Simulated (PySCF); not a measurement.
Compound: cyanoformaldehyde, C2HNO.
Geometry (PBE/def2-TZVP, Å), atoms numbered from 1 in this order:
```xyz
5
C2HNO angstrom
N      1.9269   -0.1318    0.5173
C      0.8038   -0.0202    0.2293
C     -0.6130    0.1013   -0.1391
O     -1.2364    1.1276    0.0126
H     -1.0556   -0.8267   -0.5650
```

The calculation used PBE/def2-TZVP geometry optimisation, gas phase (PySCF).

Take the most abundant isotopes and a rigid rotor. 

Problem. What are A, B and C (cm⁻¹)?

Solution. Ia = 7.72, Ib = 101.15, Ic = 108.87 u·Å²; 505379 MHz·u·Å²/I gives 65501, 4996 and 4642 MHz, that is A = 2.18488, B = 0.16666, C = 0.15485 cm⁻¹.

Problem. What kind of rotor is it?

Solution. A near-prolate asymmetric top; Ray's κ = -0.988.

Problem. What does the inertial defect say?

Solution. Planar: Δ = Ic − Ia − Ib = 0.00 u·Å². For a rigid frame Δ = −2 Σ m c², so it vanishes when all atoms lie in the ab plane; here none is more than 0.01 Å from it.

Problem. List the rotational levels J(Ka,Kc) to J = 5 (cm⁻¹).

Solution. Above 0(0,0):
J = 1: 1(0,1) 0.3215, 1(1,1) 2.3397, 1(1,0) 2.3515
J = 2: 2(0,2) 0.9645, 2(1,2) 2.9709, 2(1,1) 3.0064, 2(2,1) 9.0610, 2(2,0) 9.0611
J = 3: 3(0,3) 1.9288, 3(1,3) 3.9177, 3(1,2) 3.9886, 3(2,2) 10.0256, 3(2,1) 10.0258, 3(3,1) 20.1462, 3(3,0) 20.1462
J = 4: 4(0,4) 3.2143, 4(1,4) 5.1800, 4(1,3) 5.2981, 4(2,3) 11.3116, 4(2,2) 11.3123, 4(3,2) 21.4324, 4(3,1) 21.4324, 4(4,1) 35.6012, 4(4,0) 35.6012
J = 5: 5(0,5) 4.8208, 5(1,5) 6.7578, 5(1,4) 6.9350, 5(2,4) 12.9190, 5(2,3) 12.9208, 5(3,3) 23.0401, 5(3,2) 23.0401, 5(4,2) 37.2088, 5(4,1) 37.2088, 5(5,1) 55.4259, 5(5,0) 55.4259
The levels of one J sum to (2J + 1)J(J + 1)(A + B + C)/3.

Problem. Which lines would a microwave search look for?

Solution. The dipole components are |μa| = 1.06 D, |μb| = 2.07 D, |μc| = 0.00 D; the mirror of this Cs structure is the ab plane, so μc vanishes by symmetry and there are no c-type lines. Intensities carry the squares of the components, which stand as 0.26 : 1.00 (a : b). Some lines, for components of 0.1 D or more:

```
type  branch         J(Ka,Kc)     MHz  lower level (cm⁻¹)
   a       Q  1(1,0) ← 1(1,1)     354               2.340
   a       Q  2(1,1) ← 2(1,2)    1062               2.971
   a       R  1(0,1) ← 0(0,0)    9639               0.000
   a       R  2(0,2) ← 1(0,1)   19276               0.322
   a       R  3(2,2) ← 2(2,1)   28916               9.061
   a       R  3(2,1) ← 2(2,0)   28922               9.061
   b       Q  1(1,0) ← 1(0,1)   60859               0.322
   b       R  1(1,1) ← 0(0,0)   70143               0.000
   b       R  3(1,3) ← 2(0,2)   88536               0.964
   b       Q  2(2,1) ← 2(1,2)  182577               2.971
   b       R  2(2,1) ← 1(1,0)  201146               2.352
   b       R  2(2,0) ← 1(1,1)  201501               2.340
   b       R  3(2,1) ← 2(1,2)  211500               2.971
   b       R  3(3,1) ← 2(2,0)  332324               9.061
   b       R  3(3,0) ← 2(2,1)  332326               9.061
```

No frequency check. These are rigid-rotor constants of the computed structure; measured ground-state constants (B0) also hold zero-point vibration. Quadrupole hyperfine structure (14N) is left out.
